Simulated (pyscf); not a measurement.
Structures and frequencies: ωB97X-D3(BJ)/def2-SVP in PySCF. MP2 and CC: frozen core, UHF for open shells. ΔMP2 is the change of the MP2 total energy from the triple- to the quadruple-zeta basis.

### Question
F–BH–Cl (SMILES FBCl) -> B–Cl (SMILES [B]Cl) [singlet] + HF (SMILES F)
Surface: singlet. Broken: B–F, B–H. Formed: F–H. Give ΔE‡ and ΔE from CCSD(T)/def2-TZVPP + ΔMP2(QZVPP), relative to the reactant's lowest minimum found.

### Answer
ΔE‡ = 109.8 kcal/mol, ΔE = +94.6 kcal/mol. Zero-point energy shifts the barrier by -3.8 kcal/mol. It is a 1,1-elimination, with an imaginary mode of 1082i cm⁻¹. On the product side the descent ends in a bound adduct, 8.1 kcal/mol under the separated species and 17.2 kcal/mol under the saddle at ωB97X-D3(BJ)/def2-TZVP. This is the saddle that the search found; another between the same sides may lie lower. The CCSD(T) − MP2 part came from Ansatz, without density fitting, on the same reference.
